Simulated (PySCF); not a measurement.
Bonds broken one at a time in the series formyl-X. All species are isolated molecules in the gas phase. One relaxed conformer stands for each flexible species; it need not be the lowest. Strings in code marks are SMILES.

All values below come from PBE-D3(BJ)/def2-TZVP // PBE0-D3(BJ)/def2-TZVP (PySCF). All candidates: neutral, multiplicity 2. 

highest occupied spin orbital: -5.38 eV
dipole moment: 0.00 D

Q: Which member has these values?
A. `[O]C=O`
B. `C[N]C`
C. `[CH3]`
D. `[OH]`

A: C, `[CH3]`. The others give `[O]C=O`: -7.78 eV, 1.47 D; `C[N]C`: -5.53 eV, 1.71 D; `[OH]`: -7.16 eV, 1.72 D
